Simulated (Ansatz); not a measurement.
**AlH3OSi (SMILES [O]1[AlH][SiH2]1): functionals against CCSD(T) at one geometry**

An exercise on one series of results from a longer session: the logs are not shown, and one member is left open.

Computed with Ansatz 0.2.0, Gaussian basis. Level: single points in def2-TZVPP.

Correlated methods freeze the cores.

## Where the work starts

SMILES `[O]1[AlH][SiH2]1`, 6 atoms, charge 0, spin multiplicity 1.

Atoms are counted from 1 here; the program's logs count them from 0.

Bond lengths: O1–Al2 1.829 Å, O1–Si3 1.932 Å, Al2–Si3 2.396 Å, Al2–H4 1.579 Å, Si3–H5 1.462 Å, Si3–H6 1.401 Å. Angles: Al2–O1–Si3 79.1°, O1–Al2–Si3 52.4°, O1–Al2–H4 140.3°, Si3–Al2–H4 166.9°, O1–Si3–Al2 48.5°, O1–Si3–H5 103.4°, O1–Si3–H6 103.9°, Al2–Si3–H5 129.2°, Al2–Si3–H6 123.8°, H5–Si3–H6 101.7°.

As a file:

```
atom    x (Å)    y (Å)    z (Å)
  O1  -0.9273  -0.6621  -0.2448
 Al2   0.7181  -1.2149   0.3308
 Si3   0.0001   1.0281  -0.1122
  H4   1.5205  -2.5437   0.6227
  H5  -0.2815   1.6711  -1.3943
  H6  -0.7946   1.7789   0.7634
```

The first run:

run/in.yaml

```yaml
crystal:
  periodic: [false, false, false]
  atoms:
    - {symbol: O, position_ang: [-0.927300, -0.662100, -0.244800]}
    - {symbol: Al, position_ang: [0.718100, -1.214900, 0.330800]}
    - {symbol: Si, position_ang: [0.000100, 1.028100, -0.112200]}
    - {symbol: H, position_ang: [1.520500, -2.543700, 0.622700]}
    - {symbol: H, position_ang: [-0.281500, 1.671100, -1.394300]}
    - {symbol: H, position_ang: [-0.794600, 1.778900, 0.763400]}
basis:
  gaussian: {orbitals: def2-TZVPP}
correlation: {method: ccsd_t}
output: {forces: true}
```

The command line of these runs was not kept.

Among the steps run: CCSD(T)/def2-TZVPP; PBE0-D4/def2-TZVPP; wB97M-V/def2-TZVPP; r2SCAN-D4/def2-TZVPP; PBE-D4/def2-TZVPP; revPBE-D4/def2-TZVPP; wB97X-V/def2-TZVPP.

One of the session's tables, all rows but one given; the rest of the session is left out.

```
   method  RMS force component (eV/Å)  angle to CCSD(T) forces (°)  dipole (D)
  CCSD(T)                       1.447                    reference        2.88
  PBE0-D4                           ?                            ?           ?
  wB97M-V                       1.549                          2.7        3.08
r2SCAN-D4                       1.489                          2.9        2.73
   PBE-D4                       1.353                          8.2        2.61
revPBE-D4                       1.313                          9.5        2.59
  wB97X-V                       1.606                          2.2        3.03
```

Q: Estimate the row for PBE0-D4 from the others.

The run gave: RMS force component (eV/Å): 1.564; angle to CCSD(T) forces (°): 2.4; dipole (D): 2.87. In the column «RMS force component (eV/Å)» it lies between wB97M-V (1.549) and wB97X-V (1.606).
